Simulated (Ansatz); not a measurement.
Relaxation of AlH$_{3}$O (5 atoms, charge 0, multiplicity 1), to a largest force component of 0.02 eV/Å in at most 40 steps.

All numbers below come from RKS PBE-D4/6-31G* in Ansatz 0.2.0.

```xyz
5
Properties=species:S:1:pos:R:3
Al 0.000 0.000 0.000
O 0.000 0.000 1.780
H -0.909 -0.281 2.117
H 1.351 0.000 -0.780
H -1.351 0.000 -0.780
```

Task: Where does it end, and by what steps?

Result: The run converged. After 6 steps the energy has fallen by 0.114 eV; O2 moved furthest, 0.14 Å.

| step | energy less start (eV) | largest force component (eV/Å) | accepted |
| --- | --- | --- | --- |
| 0 | 0.0000 | 1.231 | yes |
| 1 | 0.0356 | 2.642 | no |
| 2 | -0.0958 | 0.703 | yes |
| 3 | -0.1104 | 0.122 | yes |
| 4 | -0.1100 | 0.228 | no |
| 5 | -0.1129 | 0.061 | yes |
| 6 | -0.1136 | 0.003 | yes |

```xyz
5
Properties=species:S:1:pos:R:3
Al -0.024 -0.025 -0.019
O -0.006 -0.123 1.708
H -0.867 -0.170 2.162
H 1.412 0.050 -0.709
H -1.424 -0.015 -0.804
```

Whether the end is a true minimum wasn't checked by a vibrational analysis.

The run took 5.8 s on 1 thread of Arm Neoverse V2 (shared host), peak memory 0.099 GiB.
